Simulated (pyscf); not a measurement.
F–GeH(F)–F + HF -> F–Ge(F)(F)–F + H₂, a four-centre exchange (singlet surface; Ge–H, F–H broken, F–Ge, H–H formed). Structures and frequencies: ωB97X-D3(BJ)/def2-SVP in PySCF. Energies in eV from the separated reactants.

Small-basis levels: PySCF, no dispersion term, spherical d functions. AM1 to PM7: differences of heats of formation from MOPAC. Cost: rough CPU time at the saddle relative to B3LYP/6-31G*+LANL2DZ, from one job on a shared machine.

```csv
level,barrier,reaction energy,cost
HF/STO-3G,2.94,-0.46,0.08
BP86/6-31G*+LANL2DZ,1.09,-0.95,1
PBE/6-31G*+LANL2DZ,0.99,-0.95,2
B3LYP/3-21G,(withheld),-1.53,0.9
B3LYP/LANL2DZ,1.72,-0.32,0.7
B3LYP/6-311+G**+LANL2DZ,1.95,+0.08,1
PM3,(withheld),-1.51,under 0.02
ωB97M-D3(BJ)/def2-TZVP,(withheld),-0.28,–
```

Task: Some entries are withheld; supply them.

Result: 
- B3LYP/3-21G, barrier: 0.43
- PM3, barrier: 2.59
- ωB97M-D3(BJ)/def2-TZVP, barrier: 1.64

Against the last row the barrier runs from -1.22 (B3LYP/3-21G) to +1.30 eV (HF/STO-3G). ωB97M-D3(BJ)/def2-TZVP has limits of its own. At the saddle there is also a short Ge–H contact that neither side keeps. The same reactants have a lower exit, to HF + F–Ge:–F [singlet] + HF (barrier +1.36 eV at ωB97M-D3(BJ), against +1.64 eV here). This is the saddle that the search found; another between the same sides may lie lower. In the def2 sets elements up to Kr have no core potential.
